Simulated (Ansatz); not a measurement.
The parent structure is Nb in the bcc (W type) structure (space group Im-3m, No. 229; a = 3.271 Å).

Calculations: PBEsol (Ansatz, a program for electronic structure, PAW, scalar-relativistic without spin-orbit coupling).

Now apply this change: full substitution Nb → Ta; the structure is relaxed again.

Measured lattice parameter a: Nb 3.294 Å (static lattice; corrected from measurement; as listed in Daniel Mejia-Rodriguez, S. B. Trickey, Phys. Rev. B (2018)); Ta 3.299 Å (static lattice; corrected from measurement; as listed in Daniel Mejia-Rodriguez, S. B. Trickey, Phys. Rev. B (2018)).

Task: How well does PBEsol reproduce the measured shift?

Result: With PBEsol the lattice parameter a moves by +0.011 Å (3.271 → 3.282) against +0.005 Å measured.

Whether these cells are dynamically stable was not tested. The final runs are not spin-polarised.
